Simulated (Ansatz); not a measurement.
**Four-centre ligand exchange**

Start structure (BSiNH8, singlet), relaxed at PBE0-D4/def2-TZVP:

```json
{"atom": "B1", "x (Å)": "-0.5351", "y (Å)": "-0.5100", "z (Å)": "-0.3384"}
{"atom": "Si2", "x (Å)": "1.3034", "y (Å)": "-0.6698", "z (Å)": "0.4797"}
{"atom": "H3", "x (Å)": "-1.3624", "y (Å)": "-1.1337", "z (Å)": "0.2882"}
{"atom": "H4", "x (Å)": "-0.5306", "y (Å)": "-0.8066", "z (Å)": "-1.5125"}
{"atom": "H5", "x (Å)": "-0.3826", "y (Å)": "1.6518", "z (Å)": "-0.7920"}
{"atom": "N6", "x (Å)": "-1.0187", "y (Å)": "1.0478", "z (Å)": "-0.2794"}
{"atom": "H7", "x (Å)": "2.3403", "y (Å)": "0.1767", "z (Å)": "-0.2035"}
{"atom": "H8", "x (Å)": "1.3654", "y (Å)": "-0.2278", "z (Å)": "1.9145"}
{"atom": "H9", "x (Å)": "1.8254", "y (Å)": "-2.0668", "z (Å)": "0.4529"}
{"atom": "H10", "x (Å)": "-1.9432", "y (Å)": "1.1528", "z (Å)": "-0.6875"}
{"atom": "H11", "x (Å)": "-1.0618", "y (Å)": "1.3856", "z (Å)": "0.6779"}
```

The step: BSiH₅ ([BH2][SiH3]) + NH₃ → BNH₄ ([BH2][NH2]) + SiH₄; bonds formed: Si2–H5; dative contacts that become bonds: B1–N6; bonds broken: B1–Si2, H5–N6. Ansatz 0.2.0; basis: def2-TZVPP and def2-QZVPP; cores frozen in the correlated methods. Extrapolation: Hartree–Fock as exp(−7.88 √X), correlation as X^−2.97. Energies below are by CCSD(T) at an estimated basis limit (MP2 extrapolated from triple and quadruple zeta, plus CCSD(T) − MP2 in triple zeta).

Question: What are the electronic barrier and the energy of the step, from the start structure to the end structure? (An estimate is asked for; the value comes from the calculation.)

Answer: The calculation gives: Barrier 176.2 kJ/mol; step energy -28.0 kJ/mol (downhill); reverse barrier, their difference, 204.1 kJ/mol. Barrier and step energy count from the start structure, the reverse barrier from the end structure.

The saddle point: One imaginary mode of 1417i cm⁻¹.
```json
{"pair": "B1–N6", "start (Å)": "1.63", "saddle (Å)": "1.57", "end (Å)": "1.38"}
{"pair": "Si2–H5", "start (Å)": "3.14", "saddle (Å)": "1.85", "end (Å)": "1.48"}
{"pair": "B1–Si2", "start (Å)": "2.02", "saddle (Å)": "2.20", "end (Å)": "3.85"}
{"pair": "H5–N6", "start (Å)": "1.02", "saddle (Å)": "1.36", "end (Å)": "3.49"}
```

Zero-point energy (harmonic, PBE0-D4): ZPE is 227.0 kJ/mol at the start and 208.2 kJ/mol at the saddle, so the barrier goes from 176.2 to 157.4 kJ/mol.

First-order rate constant out of the start structure at 498 K by transition-state theory, with harmonic vibrational free energies alone and no tunnelling: ΔA‡ = 158.8 kJ/mol, so k = (kB T/h) exp(−ΔA‡/kB T) ≈ 10^-4 s⁻¹ (an order of magnitude at best: rotation, the number of equivalent paths and anharmonicity are left out).

The T1 diagnostic stays at or below 0.013. The end structure is not quite a true minimum (one mode of 50i cm⁻¹).

Labels in which every atom is bracketed show which atoms are joined, not bond orders.

For scale, one of the runs: CCSD(T)/def2-TZVPP, 216 basis functions, launched by `ansatz run in.yaml --threads 2 --pin off --events-out ev --progress --plain --max-ram 4352MiB`. Time: 77 s of wall clock on 2 CPU threads of an Intel Xeon Platinum 8259CL; the host was shared. Peak host memory: 3.1 GiB.
